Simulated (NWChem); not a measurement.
# methanethiol (CH₄S); SMILES CS

All runs: NWChem. Pople sets run with spherical d functions. All runs use the structure optimised with PBE0/def2-SVP. B3LYP is NWChem's, with the RPA form of VWN correlation. Vertical excitations in the gas phase; the lowest state need not have the same character in each row.

| level | lowest excitation, singlet (eV) | oscillator strength of that lowest state | lowest state with f > 0.02, singlet (eV) | oscillator strength of that bright state | lowest triplet (eV) | orbital gap (eV) |
|---|---|---|---|---|---|---|
| PBE/6-31+G*, full TDDFT | 4.94 | 0.007 | 5.59 | 0.035 | 4.59 | 4.84 |
| B3LYP/6-31+G*, full TDDFT | [?] | 0.008 | [?] | 0.036 | [?] | [?] |
| BHandHLYP/6-31+G*, full TDDFT | 5.50 | 0.008 | 6.25 | 0.037 | 5.01 | 8.52 |
| Hartree-Fock/6-31+G*, TDHF | 5.89 | 0.007 | 6.78 | 0.045 | 5.17 | 11.72 |

Problem. Fill in the missing entries.

Solution. 
- B3LYP/6-31+G*, full TDDFT, lowest excitation, singlet (eV): 5.16
- B3LYP/6-31+G*, full TDDFT, lowest state with f > 0.02, singlet (eV): 5.83
- B3LYP/6-31+G*, full TDDFT, lowest triplet (eV): 4.78
- B3LYP/6-31+G*, full TDDFT, orbital gap (eV): 6.33
